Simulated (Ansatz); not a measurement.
## Cs2Na: from a trial structure to a relaxed crystal

These are results of DFT PBE, scalar-relativistic, plane waves, PAW in Ansatz 0.2.0, not measurements. Cutoff 420 eV, Γ-centred k mesh, Gaussian smearing, no spin polarisation in the final step.

The start puts Cs2Na on the cubic Laves (C15) structure type (Fd-3m, No. 227), with Na in place of Mg, Cs in place of Cu, at a guessed volume.

```yaml
crystal:
  lattice:
    - [0.00000, 4.82892, 4.82892]
    - [4.82892, 0.00000, 4.82892]
    - [4.82892, 4.82892, 0.00000]
  atoms:
    - { symbol: Cs, position: [0.62500, 0.62500, 0.62500] }
    - { symbol: Cs, position: [0.12500, 0.62500, 0.62500] }
    - { symbol: Cs, position: [0.62500, 0.62500, 0.12500] }
    - { symbol: Cs, position: [0.62500, 0.12500, 0.62500] }
    - { symbol: Na, position: [0.00000, 0.00000, 0.00000] }
    - { symbol: Na, position: [0.25000, 0.25000, 0.25000] }
```

Cell and atoms relax at zero pressure; the relaxation can't lower the symmetry of the start. After a coarse first stage the cell is made exact in the group found at 0.06 Å.

Formation energies are uncorrected and refer to the elements' standard structures at the same level.

(1) What does it relax into?

(2) What are its volume, energy, density and gap?

Results:

(1) It keeps Fd-3m (No. 227). The result has the cubic Laves (C15) structure. Conventional cell: a = 12.892 Å. Around Cs lie 6 Cs at 4.56 Å and 6 Na at 5.34 Å; around Na lie 12 Cs at 5.34 Å and 4 Na at 5.58 Å.

```xyz
6
Lattice="0.0000 6.4461 6.4461 6.4461 0.0000 6.4461 6.4461 6.4461 0.0000" Properties=species:S:1:pos:R:3 pbc="T T T"
Cs    8.0576    8.0576    8.0576
Cs    8.0576    4.8346    4.8346
Cs    4.8346    4.8346    8.0576
Cs    4.8346    8.0576    4.8346
Na    0.0000    0.0000    0.0000
Na    3.2230    3.2230    3.2230
```

(2) The volume per atom is 89.28 Å³ and the density is 1.79 g/cm³. The energy over the elements is 0.16 eV/atom and the gap on the 6×6×6 mesh is 0 eV (a metal).

The final run used a 6×6×6 mesh on its 6-atom cell and 0.10 eV smearing. For metals, differences of a few meV/atom aren't resolved. A structure relaxed within its symmetry needn't be a true minimum.

Cost: 3 runs of about 3.3 core-minutes in all, on Arm Neoverse V1 (shared hosts).